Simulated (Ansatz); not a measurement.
Write a Python script for the Ansatz DFT code, driven from Python that makes a rigid scan of one bond length of AlFH4Si, SMILES [F][AlH][SiH3]. Settings (for the species named): B3LYP, def2-SVP basis, multiplicity 1, D3BJ dispersion.

```xyz
7

F    -1.4528   -2.2799    0.2659
Al   -0.1682   -1.1143    0.6931
Si    0.1194    0.8831   -0.5445
H     0.8810   -1.4519    1.9084
H    -0.8614    0.9636   -1.6079
H     0.0235    2.0518    0.3699
H     1.5197    0.8795   -1.1306
```

`run_scan.py`:
```python
import ansatz as az
import numpy as np

geometry_ang = [
    ("F", (-1.4528, -2.2799, 0.2659)),
    ("Al", (-0.1682, -1.1143, 0.6931)),
    ("Si", (0.1194, 0.8831, -0.5445)),
    ("H", (0.881, -1.4519, 1.9084)),
    ("H", (-0.8614, 0.9636, -1.6079)),
    ("H", (0.0235, 2.0518, 0.3699)),
    ("H", (1.5197, 0.8795, -1.1306)),
]
alfh4si = az.Crystal.molecule()
for symbol, xyz in geometry_ang:
    alfh4si = alfh4si.atom(symbol, xyz)

symbols = [site.symbol for site in alfh4si.cartesian_sites]
start = np.array([site.position_ang for site in alfh4si.cartesian_sites])
axis = (start[0] - start[1]) / np.linalg.norm(start[0] - start[1])
moving = [0]
lengths, energies = [1.572, 1.644, 1.715, 1.786, 1.858, 1.929, 2.001, 2.108], []
for length in lengths:
    xyz = start.copy()
    xyz[moving] += (length - np.linalg.norm(start[0] - start[1])) * axis
    point = az.Crystal.molecule()
    for symbol, place in zip(symbols, xyz):
        point = point.atom(symbol, place.tolist())
    base = point.calculation()
    base = base.basis(gaussian="def2-SVP").functional("b3lyp", dispersion="d3bj")
    rep = base.run(threads=1).report
    energies.append(rep["free_energy_ev"])
    print(f"r = {length:6.3f} A  E = {energies[-1]:.5f} eV  <S^2> = {abs(rep['mean_field']['state']['spin_squared']):.3f}")

fit = np.polynomial.Polynomial.fit(lengths, np.array(energies) - min(energies), 4).convert()
roots = [r.real for r in fit.deriv().roots() if abs(r.imag) < 1e-9 and fit.deriv(2)(r.real) > 0]
r_e = min(roots, key=lambda r: abs(r - lengths[int(np.argmin(energies))]))
print(f"minimum of the fit at {r_e:.4f} A, force constant {fit.deriv(2)(r_e):.2f} eV/A^2")
```

Output of `python run_scan.py`:
```text
r =  1.572 A  E = -17252.47424 eV  <S^2> = 0.000
r =  1.644 A  E = -17252.63507 eV  <S^2> = 0.000
r =  1.715 A  E = -17252.61926 eV  <S^2> = 0.000
r =  1.786 A  E = -17252.48384 eV  <S^2> = 0.000
r =  1.858 A  E = -17252.26391 eV  <S^2> = 0.000
r =  1.929 A  E = -17251.99385 eV  <S^2> = 0.000
r =  2.001 A  E = -17251.68694 eV  <S^2> = 0.000
r =  2.108 A  E = -17251.20104 eV  <S^2> = 0.000
minimum of the fit at 1.6718 A, force constant 29.57 eV/A^2
```

What to keep in mind:
- Total energies depend on the basis set; only differences at equal settings carry meaning.
- The rest of the molecule is held rigid at a force-field or estimated start geometry, and the basis set is modest; single-reference methods fail as a bond breaks.
- b3lyp holds the VWN-RPA fit, as in Gaussian; the form of ORCA and Turbomole is b3lyp5.
- The orbitals are restricted, so S² is zero by construction.
- The whole script took 15 s on 1 thread of Arm Neoverse V1, on a shared host, peak memory 0.19 GiB.
